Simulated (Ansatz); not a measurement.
Basis-set extrapolation for `CC1=CC=N1` (PBE0-D4/def2-TZVP geometry, frozen core, the Gaussian-basis code of Ansatz). Multiplicity 1, RHF reference.

```json
{"": "HF", "def2-TZVPP": "-208.772687", "def2-QZVPP": "-208.781995"}
{"": "MP2 correlation", "def2-TZVPP": "-0.837361", "def2-QZVPP": "-0.891304"}
{"": "CCSD(T) correlation", "def2-TZVPP": "-0.910654", "def2-QZVPP": "not run"}
```

Energies in hartree. Use E(X) = E(∞) + A·exp(−7.88·√X) for Hartree–Fock and E(X) = E(∞) + B·X^(−2.97) for correlation, with X = 3 and 4, and add CCSD(T) minus MP2 of the smaller set to the MP2 limit.

**Question.** What is the CCSD(T) energy at the basis-set limit?

**Answer.** HF limit: -208.781995 + (-0.009308) × 0.13774 = -208.78328. MP2 limit: -0.891304 + (-0.053943) × 0.74074 = -0.93126. Higher-order term: -0.910654 − (-0.837361) = -0.07329. Total: -209.78783 hartree, 2.84 eV below CCSD(T)/def2-TZVPP.
